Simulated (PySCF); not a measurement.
Calculation: PBE0-D4/def2-TZVP (PySCF). Isolated molecules, 0 K electronic values unless said otherwise. Excitations are Tamm–Dancoff values on a coarser integration grid. The basis has no diffuse functions, so Rydberg states are missing or too high.

Reference species (SMILES): `B(Br)(Br)Br` (neutral, multiplicity 1).

T1 excitation (TDA): 4.53 eV
S1 excitation (TDA): 4.70 eV

Changed species: `ClB(Cl)Cl` (0 of 3 Cl replaced by Br; the reference has 3 of 3 Cl replaced by Br).

Question: Give the shifts of the T1 excitation (TDA) and S1 excitation (TDA).

Answer: the T1 excitation (TDA) goes up by 0.99 eV, to 5.52 eV; the S1 excitation (TDA) goes up by 1.02 eV, to 5.72 eV.
